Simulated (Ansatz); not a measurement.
Species: HS, SMILES `[SH]` (charge 0, multiplicity 2), formula HS.

**Question.** How many basis functions does frozen-core CCSD(T)/cc-pVTZ // PBE-D3(BJ)/def2-TZVP run with Ansatz (a quantum-chemistry and plane-wave program) use, how many core orbitals are frozen, and how many electrons are correlated?

**Answer.** 48 basis functions and 5 frozen orbitals, which leaves 7 correlated electrons. Core time is of the order of seconds.
